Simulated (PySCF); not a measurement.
## A search over the determinants of O2

Unrestricted PBE0; O pcseg-1; no relativity (PySCF 2.14). Outer shells of the fragments: O 2s2 2p4; O 2s2 2p4.

Followed along the bond (rough minima from three points):

```tsv
2Ms+1	unpaired	⟨S²⟩ at the start	R at minimum (Å)	Te (eV)
3	π ↑↑	2.01	1.20	0.00
1	π ↑↓	1.00	1.20	0.45
```

Solutions found at the starting distance of 1.200 Å, counted from the lowest of them; the search is not exhaustive and high or unbound solutions are not listed, so other states can lie among these:

```
2Ms+1  unpaired   term  E (eV)  ⟨S²⟩  ⟨Lz²⟩
    3      π ↑↑    ³Σ⁻    0.00  2.01   0.00
    1      π ↑↓  mixed    0.45  1.00   2.01
    1      none  mixed    1.77  0.00   2.00
    3      π ↑↑  mixed    6.45  2.00   2.01
    3  σ ↑, π ↑     ³Π    7.75  2.01   1.00
    1  σ ↓, π ↑  mixed    8.33  1.01   1.00
```

A term symbol is given only where ⟨S²⟩ and ⟨Lz²⟩ are close to those of a pure state; real π, δ and φ orbitals otherwise mix terms, and g/u labels are left off.

The measured ground state is X ³Σg- (Huber and Herzberg, Constants of Diatomic Molecules (1979)).

Counting both spins, an empty level lies below a filled one in some of these solutions, because spin and occupation are held.
